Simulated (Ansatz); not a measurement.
# AlClO (SMILES [O]=[Al][Cl]): one structure at several levels

An exercise on one series of results from a longer session: the logs are not shown, and one member is left open.

Program: Ansatz 0.2.0, Gaussian basis. Level of theory: single points in def2-TZVPP. These are calculated values, not measurements.

Correlated methods freeze the cores.

### Starting geometry

3 atoms, charge 0, spin multiplicity 1.

Atoms are counted from 1 here; the program's logs count them from 0.

Bond lengths: O1–Al2 1.517 Å, Al2–Cl3 2.179 Å. Angles: O1–Al2–Cl3 174.6°.

Geometry (Å):

```xyz
3

O     0.1108    1.6648    0.3227
Al    0.0397    0.1850   -0.0032
Cl   -0.0007   -1.9759   -0.2780
```

Set-up of the first run:

The input, run/in.yaml:

```yaml
crystal:
  periodic: [false, false, false]
  atoms:
    - {symbol: O, position_ang: [0.110800, 1.664800, 0.322700]}
    - {symbol: Al, position_ang: [0.039700, 0.185000, -0.003200]}
    - {symbol: Cl, position_ang: [-0.000700, -1.975900, -0.278000]}
basis:
  gaussian: {orbitals: def2-TZVPP}
correlation: {method: ccsd_t}
output: {forces: true}
```

The command line of these runs was not kept.

Among the steps run: CCSD(T)/def2-TZVPP; PBE0-D4/def2-TZVPP; wB97M-V/def2-TZVPP; r2SCAN-D4/def2-TZVPP; PBE-D4/def2-TZVPP; BHLYP-D4/def2-TZVPP; B97M-V/def2-TZVPP.

One table of the session follows, with a row left open; its other results are not shown here.

| method | RMS force component (eV/Å) | angle to CCSD(T) forces (°) | dipole (D) |
| --- | --- | --- | --- |
| CCSD(T) | 2.690 | reference | 3.13 |
| PBE0-D4 | 2.397 | 2.8 | 3.27 |
| wB97M-V | 2.401 | 2.9 | 3.37 |
| r2SCAN-D4 | 2.521 | 1.3 | 3.12 |
| PBE-D4 | 2.704 | 2.4 | 2.95 |
| BHLYP-D4 | 2.125 | 7.4 | 3.58 |
| B97M-V | ? | ? | ? |

**Question.** Estimate the row for B97M-V.

As computed: RMS force component (eV/Å): 2.361; angle to CCSD(T) forces (°): 3.4; dipole (D): 3.09. In the column «RMS force component (eV/Å)» it lies between BHLYP-D4 (2.125) and PBE0-D4 (2.397).
